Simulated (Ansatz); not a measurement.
A nudged elastic band was laid between two geometries of C$_{2}$H$_{2}$Cl (5 atoms, charge -1, multiplicity 1).

Level of theory: Ansatz 0.2.0, RKS PBE0-D4/def2-SVP.

```
movable images  : 9
climbing image  : yes
spring          : 5.0 eV/Å²
optimiser       : quadratic models (default)
start path      : IDPP
force threshold : 0.03 eV/Å
iteration limit : 60
end points      : relaxed
```

First end point:

```xyz
5
Properties=species:S:1:pos:R:3
C 0.501 -0.153 0.147
C -0.787 -0.542 0.280
Cl -1.860 0.751 -0.666
H 0.885 0.731 -0.394
H 1.261 -0.787 0.634
```

Last end point:

```xyz
5
Properties=species:S:1:pos:R:3
C 0.512 0.172 -0.064
C -0.750 0.513 -0.406
Cl -1.914 -0.821 0.355
H 1.318 0.835 -0.421
H 0.834 -0.698 0.535
```

Question: What changes between the two ends?

Answer: No bond is made or broken. The dihedral H5–C1–C2–Cl3 changes from 180 to 0° by way of a nearly straight angle C1–C2–Cl3 (up to 180°), not by a turn about the bond. The two ends are copies of one structure, up to a mirror image or an exchange of like atoms.

Question: What energy profile does the band end with?

Answer: The forces met the threshold. The highest image is number 5 of 0 to 10, 56.5 kcal/mol above the ends, which have the same energy within 2 meV. A vibrational analysis at the climbing image gives one clearly imaginary mode, 630i cm⁻¹: a first-order saddle point. Limits of this set-up: an anion without diffuse functions, the dipole of an ion depends on the origin.

```json
{"image": "0", "path coordinate (Å)": "0.00", "energy (kcal/mol)": "0.0", "angle C1–C2–Cl3 (°)": "107"}
{"image": "1", "path coordinate (Å)": "0.27", "energy (kcal/mol)": "2.2", "angle C1–C2–Cl3 (°)": "114"}
{"image": "2", "path coordinate (Å)": "0.54", "energy (kcal/mol)": "8.6", "angle C1–C2–Cl3 (°)": "122"}
{"image": "3", "path coordinate (Å)": "0.81", "energy (kcal/mol)": "21.6", "angle C1–C2–Cl3 (°)": "136"}
{"image": "4", "path coordinate (Å)": "1.08", "energy (kcal/mol)": "44.0", "angle C1–C2–Cl3 (°)": "157"}
{"image": "5", "path coordinate (Å)": "1.35", "energy (kcal/mol)": "56.5", "angle C1–C2–Cl3 (°)": "180"}
{"image": "6", "path coordinate (Å)": "1.62", "energy (kcal/mol)": "44.0", "angle C1–C2–Cl3 (°)": "157"}
{"image": "7", "path coordinate (Å)": "1.89", "energy (kcal/mol)": "21.6", "angle C1–C2–Cl3 (°)": "136"}
{"image": "8", "path coordinate (Å)": "2.16", "energy (kcal/mol)": "8.6", "angle C1–C2–Cl3 (°)": "122"}
{"image": "9", "path coordinate (Å)": "2.44", "energy (kcal/mol)": "2.2", "angle C1–C2–Cl3 (°)": "113"}
{"image": "10", "path coordinate (Å)": "2.71", "energy (kcal/mol)": "0.0", "angle C1–C2–Cl3 (°)": "107"}
```

Question: What is the geometry of the highest image?

Answer: 
```xyz
5
Properties=species:S:1:pos:R:3:forces:R:3
C 0.581 0.017 0.045 -0.01 0.00 0.00
C -0.720 -0.022 -0.056 0.00 0.00 0.00
Cl -2.396 -0.071 -0.186 0.00 0.00 0.00
H 1.283 0.811 -0.405 0.00 0.00 0.00
H 1.251 -0.735 0.602 0.00 0.00 0.00
```

Question: What are the harmonic wavenumbers there?

Answer: 630i, 328, 681, 884, 1064, 1509, 1795, 2308, 2558 cm⁻¹.

The run took 80 s on 1 thread of Arm Neoverse V1, on a shared host, peak memory 0.1 GiB.
